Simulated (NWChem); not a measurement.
**OH− (hydroxide): levels of theory compared**

Wanted: a comparison of 6 runs (HF/aug-cc-pVTZ, BHLYP/aug-cc-pVTZ, revPBE/aug-cc-pVTZ, MP2/aug-cc-pVTZ, CCSD/aug-cc-pVTZ, CCSD(T)/aug-cc-pVTZ) of OH− (hydroxide). 

The results are computed with NWChem 7.3.0.

1 further run of the same task is left out (set aside as unsound or not needed).

**1. The structure to begin with**

The species is OH− (2 atoms), meant as a singlet with charge -1. As SMILES, `[OH-]`. The coordinates come from a PBE0-D4/def2-TZVPD relaxation.

Bond lengths: O1–H2 0.964 Å.

**2. Energy and forces at HF/aug-cc-pVTZ (run 1)**

File run.py:

```python
from ase import Atoms
from ase.calculators.nwchem import NWChem

system = Atoms(['O', 'H'], positions=[
    [0.411800, -0.131800, 0.212500],
    [-0.411800, 0.131800, -0.212500],
])

calc = NWChem(
    label='ho',
    theory='scf',
    memory='2200 mb',
    basis='aug-cc-pVTZ',
    basispar='spherical bse',
    charge=-1,
    scf={'nopen': '0', 'rhf': None, 'thresh': '1e-08', 'maxiter': '80'},
)
system.calc = calc

forces = system.get_forces()
print(f"energy = {system.get_potential_energy():.6f} eV")
print("forces (eV/A):")
for s, f in zip(system.symbols, forces):
    print(f"{s:2s} {f[0]:10.5f} {f[1]:10.5f} {f[2]:10.5f}")
print("dipole (e A):", system.get_dipole_moment().round(4))
```

The run is started by

```sh
export ASE_NWCHEM_COMMAND="nwchem PREFIX.nwi > PREFIX.nwo"
python run.py
```

Log:

```text
energy = -2052.070349 eV
forces (eV/A):
O    -0.91043    0.29141   -0.46979
H     0.91043   -0.29141    0.46979
dipole (e A): [-0.5871  0.1879 -0.303 ]
```

The calculator wrote ho.nwi:

```
title "ho"

permanent_dir ho

scratch_dir ho

start ho

geometry units angstrom nocenter noautosym noautoz
  O  4.1180000000000000e-01 -1.3180000000000000e-01 2.1249999999999999e-01
  H  -4.1180000000000000e-01 1.3180000000000000e-01 -2.1249999999999999e-01
end

charge -1

memory 2200 mb

basis spherical bse noprint
   * library aug-cc-pVTZ
end

scf
  nopen 0
  rhf
  thresh 1e-08
  maxiter 80
end

task scf gradient
```

ho.nwo, shortened:

```text
[...]
      One-electron energy =   -116.493335091061
[... 1 line left out ...]
 Nuclear repulsion energy =      4.393567358110
[... 23 lines left out ...]
                       ROHF Final Molecular Orbital Analysis
[... 131 lines left out ...]
       Multipole analysis of the density wrt the origin
[...]
  wavefunction    =   RHF
                         RHF ENERGY GRADIENTS
    atom               coordinates                        gradient
                 x          y          z           x          y          z
   1 O       0.778189  -0.249066   0.401567    0.017705  -0.005667   0.009136
   2 H      -0.778189   0.249066  -0.401567   -0.017705   0.005667  -0.009136
[...]
```

Run time: 13 s. Hardware: 1 thread of Intel Xeon 6975P-C (Granite Rapids), shared host; peak memory 0.1 GiB.

**3. Energy and forces at BHLYP/aug-cc-pVTZ (run 2)**

File ho.nw:

```
echo
start ho
title "HO gradient"
memory total 2200 mb
charge -1

geometry units atomic noautosym nocenter noautoz
 O      0.77818922    -0.24906590     0.40156680
 H     -0.77818922     0.24906590    -0.40156680
end

basis spherical bse
 * library aug-cc-pVTZ
end

dft
 xc bhlyp
 grid xfine
 convergence energy 1e-08
 iterations 100
 mulliken
 print low
end

task dft gradient
```

The run is started by

```sh
nwchem ho.nw > ho.out
```

Log:

```text
[...]
 d= 0,ls=0.0,diis     1    -74.1061989458 -7.85D+01  1.00D+00  9.41D+00     0.6
[...]
 d= 0,ls=0.0,diis    10    -75.7833848486 -7.77D-09  6.69D-07  1.30D-09     4.5
         Total DFT energy =      -75.783384848627
      One electron energy =     -116.456532276323
           Coulomb energy =       45.370365358060
    Exchange-Corr. energy =       -9.090784971834
 Nuclear repulsion energy =        4.393567041471
[...]
      Total Density - Mulliken Population Analysis
     ---------------------------------------------
    Atom       Charge   Shell Charges
 -----------   ------   -------------------------------------------------------
    1 O    8     9.07   1.95  0.25  1.00  0.67  0.07  1.26  2.03  1.42  0.41  0.00  0.01 -0.00  0.00  0.00
    2 H    1     0.93   0.27  0.41  0.07 -0.00  0.02  0.06  0.09  0.01  0.01
[...]
                         DFT ENERGY GRADIENTS
    atom               coordinates                        gradient
                 x          y          z           x          y          z
   1 O       0.778189  -0.249066   0.401567    0.009047  -0.002895   0.004668
   2 H      -0.778189   0.249066  -0.401567   -0.009047   0.002895  -0.004668
 Task  times  cpu:        5.8s     wall:        5.8s
 Total times  cpu:        5.8s     wall:        5.8s
```

Run time: 6.6 s. Hardware: 1 thread of Intel Xeon 6975P-C (Granite Rapids), shared host; peak memory 0.12 GiB.

Runs 3 to 4 aren't shown in full; the table further down has their settings and results.

**4. The energy at CCSD/aug-cc-pVTZ (run 5)**

File a.nw:

```
START a
memory total 2200 mb
charge -1
GEOMETRY units angstrom noautosym nocenter noautoz
O      0.411800    -0.131800     0.212500
H     -0.411800     0.131800    -0.212500
END
BASIS "ao basis" spherical bse
* library aug-cc-pVTZ
END
SCF
thresh 1e-08
maxiter 80
END
CCSD
freeze core 1
maxiter 60
END
TASK ccsd energy
```

The run is started by

```sh
nwchem a.nw > a.out
```

Log:

```text
[...]
  functions       =    69
[...]
  wavefunction    = RHF
[...]
         Total SCF energy =    -75.412194991212
      One-electron energy =   -116.493335091063
      Two-electron energy =     36.687572741741
 Nuclear repulsion energy =      4.393567358110
        Time for solution =     10.6s
[...]
 Total MP2 energy:            -75.702274484784056
[...]
             energy      energy      error      ampl     ampl      Block
                                                time     time      time
[...]
 Total CCSD energy:            -75.697031737491614
[...]
```

Run time: 29 s. Hardware: 1 thread of Intel Xeon 6975P-C (Granite Rapids), shared host; peak memory 0.11 GiB.

**5. A single-point energy at CCSD(T)/aug-cc-pVTZ (run 6)**

File ho.nw:

```
start ho
memory 2200 mb
charge -1

geometry units angstrom noautosym nocenter noautoz
  O        0.411800      -0.131800       0.212500
  H       -0.411800       0.131800      -0.212500
end

basis spherical bse
  * library aug-cc-pVTZ
end

scf
  thresh 1e-08
  maxiter 80
  print low
end

ccsd
  freeze core 1
  maxiter 60
end

task ccsd(t) energy
```

The run is started by

```sh
nwchem ho.nw > ho.out
```

Log:

```text
[...]
  functions       =    69
[...]
  wavefunction    = RHF
[...]
         Total SCF energy =    -75.412194991212
      One-electron energy =   -116.493335091063
      Two-electron energy =     36.687572741741
 Nuclear repulsion energy =      4.393567358110
        Time for solution =     10.6s
[...]
 Total MP2 energy:            -75.702274484784056
[...]
             energy      energy      error      ampl     ampl      Block
                                                time     time      time
[...]
 Total CCSD energy:            -75.697031737491614
[...]
 Total CCSD+T(CCSD) energy:            -75.710697498245281
[...]
 Total CCSD(T) energy:                 -75.709408537639717
[...]
```

Run time: 31 s. Hardware: 1 thread of Intel Xeon 6975P-C (Granite Rapids), shared host; peak memory 0.12 GiB.

**6. Overview of the runs**

```csv
run,level,iteration cap,module,energy (Eh),largest force (eV/Å),wall time
1,HF/aug-cc-pVTZ,80,scf,-75.412195,1.065,13 s
2,BHLYP/aug-cc-pVTZ,100,dft,-75.783385,0.544,6.6 s
3,revPBE/aug-cc-pVTZ,100,dft,-75.811328,0.567,6.9 s
4,MP2/aug-cc-pVTZ,80,mp2,-75.702274,0.195,16 s
5,CCSD/aug-cc-pVTZ,80,ccsd,-75.697032,–,29 s
6,CCSD(T)/aug-cc-pVTZ,80,ccsd(t),-75.709409,–,31 s
```

**7. What came out**

| quantity | value |
| --- | --- |
| run 6: total energy | -75.70941 Eh |
| run 6: correlation energy (1 core orbital frozen) | -297.2 mEh |
| run 6: (T) correction | -12.38 mEh |

**Reading.** Below the HF energy at the same shape and in the same basis (aug-cc-pVTZ): MP2 -290.1 mEh; CCSD -284.8 mEh; CCSD(T) -297.2 mEh. Totals of different functionals can't be ranked against each other. In run 3 the HOMO lies above zero, so the outermost electron may be held by the basis alone. All runs together took 1.7 min, the longest 31 s.
